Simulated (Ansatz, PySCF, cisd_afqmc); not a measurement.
Species: Si2, charge 0, triplet. Si2 (SMILES [Si]=[Si], triplet).
B3LYP-D3(BJ)/def2-TZVP minimum from Ansatz (a quantum-chemistry and plane-wave program):
```xyz
2

Si     0.0000     0.0000    -1.1339
Si     0.0000     0.0000     1.1339
```
Charge 0, spin multiplicity 3.

Atomisation energy term by term, kcal/mol (programs: Ansatz, cisd_afqmc). UHF or UKS for unpaired electrons; spin-orbit terms are left out. Correlated methods leave the cores frozen. Rows without X2C or -DK are non-relativistic. AFQMC/CISD: phaseless, guided by CISD from CCSD amplitudes; bars are statistical, one sigma. Outlying blocks are dropped, and bars are widened where a walk drifts. Over all cases where full CI ran beside it in this data, AFQMC minus full CI had a median of +0.1 mEh and passed +0.4 mEh in a tenth of the cases. CBS(X,Y): correlation extrapolated as X^-3, Hartree-Fock from the larger set (Q,5: extrapolated as (X+1)exp(-9√X)). A bracket is a step between two methods taken in the basis named. 'core' is core correlation in cc-pwCVTZ (1s frozen past Ne), 'X2C' scalar relativity in cc-pVTZ-DK, both at CCSD(T).

```tsv
term	basis	kcal/mol
Hartree-Fock	CBS(cc-pV(Q+d)Z,cc-pV(5+d)Z)	41.84
CCSD correlation	CBS(cc-pV(Q+d)Z,cc-pV(5+d)Z)	29.47
(T)	CBS(cc-pV(Q+d)Z,cc-pV(5+d)Z)	4.52
CCSDT(Q) - CCSD(T)	cc-pV(Q+d)Z	0.73
CCSDTQ - CCSDT(Q)	cc-pV(D+d)Z	0.02
core correlation	cc-pwCVTZ	0.27
scalar relativity	X2C, cc-pVTZ-DK	-0.16
minus zero-point energy	Hessian by PySCF at B3LYP-D3(BJ)/def2-TZVP	-0.71
sum: D0		76.0
```

The step beyond CCSD(T) by other levels: CCSDTQ in cc-pV(D+d)Z 0.90; AFQMC/CISD in cc-pV(D+d)Z 0.16 ± 0.14; CCSDT(Q) in cc-pV(D+d)Z 0.88; AFQMC/CISD in cc-pV(T+d)Z -0.44 ± 0.11; CCSDT(Q) in cc-pV(T+d)Z 0.73; AFQMC/CISD in cc-pV(Q+d)Z -0.27 ± 0.12 kcal/mol.
